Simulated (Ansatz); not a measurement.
MgAl2⁻, relaxed as a doublet with UKS PBE0-D4/def2-TZVPD in Ansatz, starting from the GFN2-xTB geometry. Force threshold 0.02 eV/Å.

The relaxation made no stability test and no search for a lower SCF solution. The structure comes from a short search, and lower isomers may exist.

Start:

Cartesian coordinates in Å:
```
Al -1.0052 0.6037 0.9077
Al 1.4212 0.2916 0.3144
Mg -0.4160 -0.8953 -1.2221
```

Question: Estimate the energy that the relaxation releases and the steps that it takes.

Answer: 0.00 eV, in 3 steps; 7.5 s on 4 threads of Arm Neoverse N1 on a shared host. No frequencies were taken in this run, so the end may be a saddle point.

Question: Does the start keep its bonding?

Answer: By distances, no bond broke or formed. The bond that changes most is Al1–Mg3, from 2.67 to 2.71 Å (atoms count from 1).

Question: Predict the relaxed structure.

Answer: 
```xyz
3

Al   -1.004    0.612    0.920
Al    1.426    0.299    0.324
Mg   -0.423   -0.911   -1.244
```
Bond lengths (bridged metal pairs left out): 2 × Al–Mg 2.71 Å; 1 × Al–Al 2.52 Å.
